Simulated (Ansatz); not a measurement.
hcp Hf, relaxed in Ansatz (plane waves) with several semilocal functionals. Each gives its own volume and its own bulk modulus:

```
level   V0 (Å³/atom)  bulk modulus (GPa)   ln V0   ln B0
------  ------------  ------------------  ------  ------
LDA           20.826               120.3  3.0362  4.7900
PBEsol        21.606               113.4  3.0730  4.7309
PBE           22.535               107.1  3.1151  4.6738
```

Task: Fit a straight line to ln B0 against ln V0. What does it predict for r²SCAN, whose volume is 22.352 Å³/atom?

Result: With x = ln V0 and y = ln B0: means 3.07477 and 4.73157; Σ(Δx Δy) = -0.004582, Σ(Δx²) = 0.003117, so the slope is -1.47. At x = 3.1069 the line gives y = 4.73157 + (-1.47) × (3.1069 − 3.07477) = 4.6843, or 108.2 GPa. The run with r²SCAN gives 110.3 GPa, +1.9 % from the line. The rows used scatter about it by up to 0.3 %, while the largest value lies 12 % above the smallest. For comparison, PBE's own equation of state has B′ = 3.4, the slope −d ln B/d ln V at a fixed functional; the two needn't agree, since functionals also differ at one volume.

Measured: 110 GPa (measured, zero-point energy and finite temperature contributions removed; as tabulated in doi:10.1021/acs.jctc.3c00612).

Ansatz's density-functional and Hartree–Fock values are scalar-relativistic unless marked +SOC, with PAW data made under PBE.

Ansatz is a quantum-chemistry and plane-wave program.
